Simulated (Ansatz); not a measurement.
**Worked example: correlation energy of H2B–NH⁺, triplet**

Geometry: that of the H2B–NH, doublet, kept fixed.

```csv
atom,x (Å),y (Å),z (Å)
B,0.0000,0.0246,0.7072
N,0.0000,-0.0432,-0.6198
H,0.0000,1.1152,1.2324
H,0.0000,-0.9691,1.3860
H,0.0000,0.1907,-1.5912
```

Basis cc-pVDZ; Ansatz 0.2.0. Correlated methods freeze the noble-gas cores, which leaves 10 electrons in 41 orbitals. R marks a restricted (for open shells ROHF) determinant, U an unrestricted one.

Full CI isn't at hand for all of this; UCCSDT(Q) serves as the reference, and is uncertain by about the last step of the cluster series.

Runs differ by some tens of microhartree through their thresholds and, for an open shell, their frozen cores, so steps under 0.03 kcal/mol mean nothing.

```tsv
level	total energy (hartree)
UHF	-80.494458
UMP2	-80.671109
UCCSD	-80.708649
UCCSD(T)	-80.713174
UCCSDT	-80.714118
UCCSDT(Q)	-80.714360
```

What is the correlation energy at UCCSDT(Q), and what share of it do UMP2 and UCCSDT recover?

E(corr) = -80.714360 − (-80.494458) = -0.219902 hartree = -5.984 eV. UMP2: -0.176651 / -0.219902 = 80.33 %. UCCSDT: -0.219660 / -0.219902 = 99.89 %.

By how many kcal/mol does UCCSD(T) miss UCCSDT(Q) (1 hartree = 627.509 kcal/mol), and which steps make up the rest?

-80.713174 − (-80.714360) = 0.001186 hartree = 0.74 kcal/mol. Steps: UCCSDT − UCCSD(T) = -0.59, UCCSDT(Q) − UCCSDT = -0.15 kcal/mol. That is within 1 kcal/mol of the reference in this basis, which itself misses far more of the correlation at the basis-set limit.
